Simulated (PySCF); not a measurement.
# PH4F, a solvent cluster: interaction energy

An exercise on one series of results from a longer session: the logs are not shown, and one member is left open.

Programs: PySCF 2.14.0. All values are calculated, for the isolated system unless a continuum is named. Atoms count from 0, parts from 1.

### Starting point

6 atoms, charge 0, multiplicity 1; geometry: GFN1-xTB. Parts: 1 = atoms 0–3, `P`, charge 0; 2 = atoms 4–5, `F`, charge 0.

The first run:

What the job is given:

```
{"job": {"xc": "PBE0", "basis": "def2-SVPD", "d3": "d3bj", "grid": 2, "kind": "geom", "shake": 0.01}, "charge": 0, "multiplicity": 1, "parts": [{"atoms": "0-3", "charge": 0, "multiplicity": 1}, {"atoms": "4-5", "charge": 0, "multiplicity": 1}]}
P      0.400718    -0.138744     0.429574
H     -0.419803     1.008139     0.312218
H      0.962313     0.065683    -0.813962
H     -0.556064    -0.966060    -0.066802
F      1.857341    -0.684959     2.695192
H      1.331954    -0.474738     1.901633
```

The run is started by

```bash
$ OMP_NUM_THREADS=1 python cluster_run.py task.json out
```

The driver reads the jobs from task.json and runs them one after another.

Steps of the session up to this table: Relaxing the molecule at PBE0-D3(BJ)/def2-SVPD; Coupled-cluster interaction energy: CCSD(T) and MP2.

One of the session's tables, all rows but one given; the rest of the session is left out.

It belongs to the step «Coupled-cluster interaction energy: CCSD(T) and MP2». 

| method | interaction energy (kcal/mol) |
| --- | --- |
| HF/aug-cc-pVDZ | ? |
| MP2/aug-cc-pVDZ | -4.25 |
| CCSD/aug-cc-pVDZ | -3.64 |
| CCSD(T)/aug-cc-pVDZ | -3.90 |
| HF/aug-cc-pVTZ | -3.20 |
| MP2/aug-cc-pVTZ | -4.92 |
| SCS-MP2/aug-cc-pVTZ | -4.28 |
| MP2, extrapolated | -5.17 |
| CCSD(T), limit estimate | -4.82 |

Q: Estimate the row for HF/aug-cc-pVDZ from the others.

The run gave: interaction energy (kcal/mol): -3.12. In the column «interaction energy (kcal/mol)» it is the highest.
